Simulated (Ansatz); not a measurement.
```xyz
3

C     0.0429    0.0231   -0.1909
H    -0.0360    0.8966    0.5370
H     0.0445   -0.8464    0.5222
```

RHF-MP2 on singlet CH2 was run in several spherical basis sets with Ansatz (development build ahead of 0.2.0). Frozen core: 1 orbital. Caution: another spin multiplicity may lie lower. Caution for RHF-MP2: in another basis set an unrestricted determinant lies well below.

(1) Rank the basis sets by the total energy that they give, lowest first, with the distance from the lowest.
A. def2-TZVP
B. 6-31G
C. cc-pVDZ
D. STO-3G
E. aug-cc-pVDZ

## Answers

(1) A (0.00 eV), E (0.68 eV), C (0.91 eV), B (2.90 eV), D (16.75 eV).

Totals follow the description of the cores as much as that of the bonds, so this order isn't one of quality for chemistry.
